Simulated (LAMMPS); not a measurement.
fcc Cu

Level of theory: the machine-learned potential SNAP Cu_Zuo_JPCA2020.quadratic.snap (LAMMPS).

Cell: relaxed at this level.

```yaml
lattice_parameter_a: 3.636 Å
equilibrium_volume_per_atom: 12.01 Å³/atom
vacancy_formation_energy: 1.15 eV
```

Measured, for comparison: lattice constant a 3.595 Å, equilibrium volume per atom 11.62 Å³/atom (low-temperature or extrapolated to 0 K; zero-point anharmonic expansion removed; as tabulated in Csonka et al. (2009), arXiv:0903.4037); vacancy formation energy 1.35 ± 0.07 eV (midpoint of the printed range, monovacancy, our sources range from 1.05 to 1.35; as tabulated in Mehl and Papaconstantopoulos (1996), arXiv:mtrl-th/9602003). Computed (rounded) less measured: lattice constant a +1.1 %, equilibrium volume per atom +3.4 %, vacancy formation energy not scored (sources differ).

A machine-learned potential is trained on density-functional data: it inherits that level's misses and adds fitting errors of its own.
